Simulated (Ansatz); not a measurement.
# CHOSi+ (triplet): from Hartree-Fock to the top rungs, cc-pVDZ

The task here is to estimate one member of a computed series from the others.

Program: Ansatz 0.2.0, Gaussian basis. Level of theory: cc-pVDZ, core rule «outside noble gas», up to 7 orbitals frozen. These are calculated values, not measurements.

Plan: UHF; CCSD(T) on ROHF; CCSD(T) on UHF; BCCD(T) on ROHF; CISD as a restricted active space (open shells left free, so some higher excitations enter); CCSDT(Q) on ROHF; CCSDT(Q) on UHF; CASSCF and NEVPT2, 10 electrons in 10 orbitals.

26 further runs of the same task are left out: 14 that didn't finish, 12 set aside as unsound or not needed. Runs told in other sessions of the task aren't counted.

## The system

The geometry is a PBE0/def2-TZVP stationary point (not a proven minimum) of the parent state, kept for this charge and spin.

4 atoms, charge 1, spin multiplicity 3.

Atoms are counted from 1 here; the program's logs count them from 0.

Bond lengths: C1–O2 1.268 Å, O2–Si3 1.699 Å, Si3–H4 1.496 Å. Angles: C1–O2–Si3 139.4°, O2–Si3–H4 117.6°.

Set-up of the first run:

Input file in.yaml:

```yaml
crystal:
  periodic: [false, false, false]
  atoms:
    - {symbol: C, position_ang: [0.000000, 0.333035, 1.722367]}
    - {symbol: O, position_ang: [0.000000, -0.312160, 0.630489]}
    - {symbol: Si, position_ang: [0.000000, -0.015246, -1.042169]}
    - {symbol: H, position_ang: [0.000000, 1.411369, -1.492570]}
basis:
  gaussian: {orbitals: cc-pVDZ}
total_charge: 1
magnetization: {spin_polarized: true, initial_magnetization: 2}
hamiltonian: {xc: hf}
output: {orbitals: {seedname: orbitals}}
```

Command:

```bash
ansatz run in.yaml --threads 1 --pin off --events-out ev --progress --plain --max-ram 2393MiB
```

Steps of the session up to this table: UHF; CCSD(T) on ROHF; CCSD(T) on UHF; BCCD(T) on ROHF; CISD as a restricted active space (open shells left free, so some higher excitations enter); CCSDT(Q) on ROHF; CCSDT(Q) on UHF; CASSCF and NEVPT2, 10 electrons in 10 orbitals.

One table of the session follows, with a row left open; its other results are not shown here.

| method | from UCCSDT(Q) (meV) |
| --- | --- |
| ROHF | +10453.2 |
| UHF | ? |
| RMP2 | +1248.2 |
| UMP2 | +1230.4 |
| CISD | +1499.7 |
| RCCSD | +494.9 |
| UCCSD | +487.5 |
| RCCSD(T) | +75.8 |
| UCCSD(T) | +76.7 |
| BCCD(T) | +67.6 |
| RCCSDT | +39.8 |
| UCCSDT | +39.6 |
| RCCSDT(Q) | +15.9 |
| UCCSDT(Q) | 0 |
| CASSCF frontier | +6631.9 |
| NEVPT2 frontier | +1531.9 |

Estimate the missing values for UHF.

**Answer.** from UCCSDT(Q) (meV): +10381.1. In the column «from UCCSDT(Q) (meV)» it lies between CASSCF frontier (+6631.9) and ROHF (+10453.2).

Limits of these values: Restricted and unrestricted rows rest on different reference determinants; a gap between their highest levels can come from leftover correlation error, from unlike frozen cores or from another state.
